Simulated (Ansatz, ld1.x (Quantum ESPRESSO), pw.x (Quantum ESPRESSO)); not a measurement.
iridium (Ir): one change to the TM potential, in the atom and in the bcc crystal

```
Element                 : iridium (Ir)
Generator               : ld1.x (Quantum ESPRESSO) 7.5
Type                    : norm-conserving Troullier–Martins (Kleinman–Bylander form)
Functional              : PBEsol
Relativity              : scalar-relativistic
Frozen core             : [Xe] 4f14
Valence charge          : 9
Reference configuration : 5d7 6s2 6p0
Partial waves           : 6s (bound): rc 2.45 bohr; 5d (bound): rc 1.65 bohr; 6p (bound, empty): rc 3.60 bohr
Local potential         : the p channel
Core correction         : Bessel-smoothed model core inside 1.45 bohr
```

Change: all radii but the core radius scaled by about 1.06 (s 2.60, p 3.82, d 1.76 bohr).

Cutoffs, loose and tight: the cutoffs (Ry, on a coarse ladder) from which the occupation-weighted sum of valence levels, in a spherical-Bessel basis at the reference potential, stays within 10 and 1 mRy of its value at 400 Ry. They do not see the model core or the augmentation charge, which bear on the density cutoff. Test errors are all-electron minus pseudo excitation energies from the reference, over the configurations 5d7 6s1 6p0; 5d7 6s0 6p0; 5d6 6s0 6p0; 5d7 6s1.5 6p0; 5d7 6s1 6p1; 5d7 6s0 6p1; 5d8 6s1 6p0; variants that change the core or the reference have their own tests.

Crystal test: bcc Ir in pw.x 7.5, no spin, 15³ k-points, Fermi–Dirac smearing 0.01 Ry, cutoffs set for each file from its atomic test. The reference is all-electron LAPW (Ansatz 0.2.0) with the same functional, mesh and smearing; V0 and B0 come from Birch–Murnaghan fits to the pressures at five volumes. Errors are pseudo minus all-electron; Δ is the rms difference of the E(V) curves that follow from these fits, minima aligned, over ±6 % about the mean V0. Mesh and smearing are coarse, so the numbers serve the comparison and aren't converged zero-temperature values; the lattice is a test structure that the element need not adopt.

All-electron: a0 = 3.079 Å (V0 = 14.59 Å³/atom), B0 = 339.1 GPa.

Q: Does the change bring the crystal closer to the all-electron result?

A: The mean pressure error goes from +34.28 to +25.92 GPa, so the change moves the solid closer to the all-electron pressures. Neither pressure curve crosses zero within the volumes sampled, so no fits are given.

| quantity | base | changed |
| --- | --- | --- |
| outcome (atom) | generated | generated |
| cutoff, loose (atom) | 40 Ry | 40 Ry |
| cutoff, tight (atom) | 55 Ry | 50 Ry |
| bound ghosts (atom) | none | none |
| largest test error (meV) (atom) | -97 over the solved tests; 1 of 7 tests not solved or not reliable | -93 over the solved tests; 1 of 7 tests not solved or not reliable |
| cutoffs in pw.x (Ry) | 70/280 | 60/240 |
| mean pressure error (GPa) | +34.28 | +25.92 |

Base: The largest radius (3.60 bohr) exceeds half the bond length (2.52 bohr), so the spheres overlap, which is one possible source of error among others. This is a poor potential for the solid. Atomic configuration tests: 1 of 7 tests not solved or not reliable. Changed file: The largest radius (3.82 bohr) exceeds half the bond length (2.52 bohr), so the spheres overlap, which is one possible source of error among others. This is a poor potential for the solid. Atomic configuration tests: 1 of 7 tests not solved or not reliable. The atomic cutoffs weigh occupied waves only.
